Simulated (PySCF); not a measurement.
Beryllium: a sound run and one with changed settings

Sound run: Be [He] 2s2, Be+ [He] 2s1. All numbers are calculated (PySCF 2.14, the spin-free X2C one-electron Hamiltonian (Gaussian nucleus), in jorge-DZP-DKH (4s2p1d, 15 functions)). The sound run starts from symmetry-adapted Hartree-Fock orbitals and uses a fine grid where one is needed.

Changed run: initial guess minao, at most 3 SCF cycles. This setting is unsound on purpose.

```tsv
species	method	sound run (hartree)	changed run (hartree)	converged
Be	UHF	-14.57420	-14.57420	no
Be	TPSS	-14.67245	-14.67245	no
Be	B3LYP	-14.67371	-14.67371	no
Be+	UHF	-14.27885	-14.27885	no
Be+	TPSS	-14.33940	-14.33940	no
Be+	B3LYP	-14.33914	-14.33914	no
```

The SCF was stopped early; the energies are upper bounds that still move, and correlated levels were skipped or rest on poor orbitals.
